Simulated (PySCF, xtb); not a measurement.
Al(Cl)3 anion (AlCl3), SMILES [Cl][Al]([Cl])[Cl] (connectivity only; charge and spin as stated), charge -1, multiplicity 2.

Harmonic wavenumbers (cm⁻¹) from xtb 6.7.1 with GFN2-xTB at its own minimum, in rising order: 24, 35, 77, 264, 384, 385.

What does PBE-D3(BJ)/def2-SVPD run with PySCF give at its own minimum? (An estimate is asked for; the answer gives what the named calculation found.)

113, 113, 171, 354, 423, 423. Paired by order, the mean absolute difference is 72 cm⁻¹ and the zero-point energies are 1.7 and 2.3 kcal/mol.
